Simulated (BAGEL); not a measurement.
# C3H4ClO+ (SMILES CC(Cl)C#[O+]) at B3LYP/6-31G(d) (density fitting with qzvpp-jkfit, spherical functions)

What is the energy change on altering one bond length of C3H4ClO+ at B3LYP/6-31G* (density fitting with qzvpp-jkfit, spherical functions)? 

The calculation is run with BAGEL 1.2.2.

1 further run of the same task is left out (set aside as unsound or not needed).

## 1. The structure to begin with

The species is C3H4ClO+ (9 atoms), meant as a singlet with charge +1. SMILES: `CC(Cl)C#[O+]`. The coordinates come from a GFN2-xTB relaxation.

Bond lengths: C1–C2 1.521 Å, C2–Cl3 1.864 Å, C2–C4 1.401 Å, C4–O5 1.119 Å, C1–H6 1.086 Å, C1–H7 1.087 Å, C1–H8 1.089 Å, C2–H9 1.098 Å. Some angles: C1–C2–Cl3 114.1°, C1–C2–C4 116.6°, Cl3–C2–C4 89.6°, C2–C4–O5 176.5°, C1–C2–H9 112.1°, Cl3–C2–H9 108.8°, C4–C2–H9 113.6°, C2–C1–H6 111.9°, C2–C1–H7 108.9°, C2–C1–H8 109.6°.

## 2. A single-point energy at B3LYP/6-31G(d) (density fitting with qzvpp-jkfit, spherical functions)

Input file job.json:

```json
{ "bagel" : [

{
  "title" : "molecule",
  "basis" : "6-31gs.json",
  "df_basis" : "qzvpp-jkfit",
  "angstrom" : true,
  "geometry" : [
    { "atom" : "C", "xyz" : [   -0.361500,   -0.305420,    0.974450 ] },
    { "atom" : "C", "xyz" : [    0.165590,   -0.279860,   -0.452090 ] },
    { "atom" : "Cl", "xyz" : [    2.003730,    0.001050,   -0.579660 ] },
    { "atom" : "C", "xyz" : [   -0.054490,    0.895770,   -1.181130 ] },
    { "atom" : "O", "xyz" : [   -0.178570,    1.863470,   -1.729630 ] },
    { "atom" : "H", "xyz" : [   -0.095840,    0.594820,    1.521350 ] },
    { "atom" : "H", "xyz" : [    0.058050,   -1.166500,    1.489220 ] },
    { "atom" : "H", "xyz" : [   -1.445310,   -0.409690,    0.961510 ] },
    { "atom" : "H", "xyz" : [   -0.091650,   -1.193650,   -1.004020 ] }
  ]
},
{ "title" : "ks", "xc_func" : "b3lyp", "charge" : 1 },
{ "title" : "print", "file" : "orbitals.molden", "orbitals" : true }

]}
```

The basis set 6-31G* is read from a file made from the Basis Set Exchange's data (not shown).

Run with:

```
BAGEL_NUM_THREADS=1 BAGEL job.json > job.out
```

The program printed:

```text
* using 1 threads per process

  ===============================================================
  ===============================================================

  *** Geometry ***

  { "atom" : "C", "xyz" : [     -0.683136,     -0.577160,      1.841444 ] },
  { "atom" : "C", "xyz" : [      0.312920,     -0.528859,     -0.854326 ] },
  { "atom" : "Cl", "xyz" : [      3.786501,      0.001984,     -1.095399 ] },
  { "atom" : "C", "xyz" : [     -0.102971,      1.692760,     -2.232012 ] },
  { "atom" : "O", "xyz" : [     -0.337448,      3.521448,     -3.268527 ] },
  { "atom" : "H", "xyz" : [     -0.181111,      1.124047,      2.874935 ] },
  { "atom" : "H", "xyz" : [      0.109699,     -2.204366,      2.814218 ] },
  { "atom" : "H", "xyz" : [     -2.731240,     -0.774202,      1.816991 ] },
  { "atom" : "H", "xyz" : [     -0.173193,     -2.255672,     -1.897323 ] },

  Number of auxiliary basis functions:      502

  Since a DF basis is specified, we compute 2- and 3-index integrals:
    o Being stored without compression. Storage requirement is 0.027 GB

  Number of basis functions:       82
  Number of electrons      :       47

    * METHOD: MOLECULE                             0.27

  *** Kohn-Sham DFT ***

    * Removing 18205 points whose weight is below 1.00e-10
    * Grid points: 115949

  === Nuclear Repulsion ===
   208.6520298110

       - DIIS with orbital gradients will be used.

  === KS iteration (b3lyp / 6-31gs.json) ===
      0       -605.87983676          0.15414544           0.38
      1       -599.72247850          0.17861505           0.36
      2       -587.58301860          0.17251586           0.36
      3       -613.53827169          0.15724925           0.36
      4       -642.09879541          0.10207408           0.36
      5       -650.29829249          0.05570125           0.36
      6       -649.39211211          0.05738247           0.36
      7       -651.70604008          0.01252998           0.36
      8       -651.58258329          0.02336269           0.37
      9       -651.79960002          0.00281514           0.36
     10       -651.80269820          0.00106117           0.36
     11       -651.80314780          0.00010700           0.36
     12       -651.80315126          0.00006777           0.36
     13       -651.80315444          0.00001791           0.36
     14       -651.80315442          0.00002200           0.36
     15       -651.80315461          0.00000281           0.35
     16       -651.80315461          0.00000105           0.36
     17       -651.80315461          0.00000030           0.36
     18       -651.80315461          0.00000007           0.36
     19       -651.80315461          0.00000002           0.36
     20       -651.80315461          0.00000001           0.36
    * SCF iteration converged.

    * Permanent dipole moment:
           (    1.239497,     0.391641,    -0.092776) a.u.

    * METHOD: KS                                   8.23

    * METHOD: PRINT                                0.02

  ===============================================================
```

Wall time 8.7 s (1 thread of Arm Neoverse V1, shared host); peak memory 0.46 GiB.

## 3. The distorted shape, same level

Input file input.json:

```json
{ "bagel" : [

{
  "title" : "molecule",
  "basis" : "6-31gs.json",
  "df_basis" : "qzvpp-jkfit",
  "angstrom" : "true",
  "geometry" : [
    { "atom" : "C", "xyz" : [      -0.328494,      -0.481733,       1.083786 ] },
    { "atom" : "C", "xyz" : [       0.198596,      -0.456173,      -0.342754 ] },
    { "atom" : "Cl", "xyz" : [       2.036736,      -0.175263,      -0.470324 ] },
    { "atom" : "C", "xyz" : [      -0.054490,       0.895770,      -1.181130 ] },
    { "atom" : "O", "xyz" : [      -0.178570,       1.863470,      -1.729630 ] },
    { "atom" : "H", "xyz" : [      -0.062834,       0.418507,       1.630686 ] },
    { "atom" : "H", "xyz" : [       0.091056,      -1.342813,       1.598556 ] },
    { "atom" : "H", "xyz" : [      -1.412304,      -0.586003,       1.070846 ] },
    { "atom" : "H", "xyz" : [      -0.058644,      -1.369963,      -0.894684 ] }
  ]
},

{ "title" : "ks", "xc_func" : "b3lyp", "charge" : 1 },

{ "title" : "print", "file" : "orbitals.molden", "orbitals" : "true" }

]}
```

The basis set 6-31G* is read from a file made from the Basis Set Exchange's data (not shown).

Run with:

```
BAGEL_NUM_THREADS=1 BAGEL input.json > input.out
```

The program printed:

```text
* using 1 threads per process

  ===============================================================
  ===============================================================

  *** Geometry ***

  { "atom" : "C", "xyz" : [     -0.620764,     -0.910343,      2.048059 ] },
  { "atom" : "C", "xyz" : [      0.375292,     -0.862042,     -0.647711 ] },
  { "atom" : "Cl", "xyz" : [      3.848873,     -0.331199,     -0.888784 ] },
  { "atom" : "C", "xyz" : [     -0.102971,      1.692760,     -2.232012 ] },
  { "atom" : "O", "xyz" : [     -0.337448,      3.521448,     -3.268527 ] },
  { "atom" : "H", "xyz" : [     -0.118739,      0.790864,      3.081550 ] },
  { "atom" : "H", "xyz" : [      0.172071,     -2.537549,      3.020833 ] },
  { "atom" : "H", "xyz" : [     -2.668868,     -1.107385,      2.023606 ] },
  { "atom" : "H", "xyz" : [     -0.110821,     -2.588855,     -1.690708 ] },

  Number of auxiliary basis functions:      502

  Since a DF basis is specified, we compute 2- and 3-index integrals:
    o Being stored without compression. Storage requirement is 0.027 GB

  Number of basis functions:       82
  Number of electrons      :       47

    * METHOD: MOLECULE                             0.27

  *** Kohn-Sham DFT ***

    * Removing 17766 points whose weight is below 1.00e-10
    * Grid points: 116388

  === Nuclear Repulsion ===
   202.2153739882

       - DIIS with orbital gradients will be used.

  === KS iteration (b3lyp / 6-31gs.json) ===
      0       -584.53853145          0.13855323           0.37
      1       -489.58369458          0.20932284           0.35
      2       -558.32603358          0.13517481           0.35
      3       -618.51760044          0.13766263           0.35
      4       -630.86575322          0.13088005           0.35
      5       -637.47309967          0.10399876           0.36
      6       -640.35335734          0.09090460           0.36
      7       -640.19143826          0.09190056           0.36
      8       -561.26677237          0.15450801           0.35
      9       -646.75684735          0.06744177           0.36
     10       -651.12543522          0.03598840           0.35
     11       -651.55926401          0.02437128           0.35
     12       -651.74013999          0.01208414           0.36
     13       -651.78932733          0.00409950           0.35
     14       -651.79522180          0.00139157           0.35
     15       -651.79605862          0.00034902           0.35
     16       -651.79614007          0.00009269           0.35
     17       -651.79614513          0.00003004           0.35
     18       -651.79614593          0.00001582           0.35
     19       -651.79614604          0.00000273           0.36
     20       -651.79614604          0.00000079           0.35
     21       -651.79614604          0.00000021           0.35
     22       -651.79614604          0.00000011           0.35
     23       -651.79614604          0.00000004           0.35
     24       -651.79614604          0.00000002           0.36
     25       -651.79614604          0.00000001           0.36
     26       -651.79614604          0.00000000           0.36
    * SCF iteration converged.

    * Permanent dipole moment:
           (    1.341701,     0.271741,    -0.032967) a.u.

    * METHOD: KS                                  10.19

    * METHOD: PRINT                                0.02

  ===============================================================
```

It took 11 s on 1 thread of Arm Neoverse V1, shared host; peak memory 0.46 GiB.

## 4. Summary of results

Level: B3LYP/6-31G* (density fitting with qzvpp-jkfit, spherical functions).

```
                                                         quantity          value
                                        first shape: total energy  -651.80315 Eh
                                         first shape: HOMO energy      -14.54 eV
                                         first shape: LUMO energy       -8.48 eV
                                       first shape: HOMO–LUMO gap        6.06 eV
                                    distorted shape: total energy  -651.79615 Eh
                                     distorted shape: HOMO energy      -14.28 eV
                                     distorted shape: LUMO energy       -8.40 eV
                                   distorted shape: HOMO–LUMO gap        5.88 eV
energy change with the C2–C4 bond stretched from 1.401 to 1.611 Å       0.191 eV
```

With the C2–C4 bond stretched from 1.401 to 1.611 Å the energy rises by 0.19 eV (18.4 kJ/mol). The first shape isn't relaxed at this level, so the change isn't measured from a minimum.
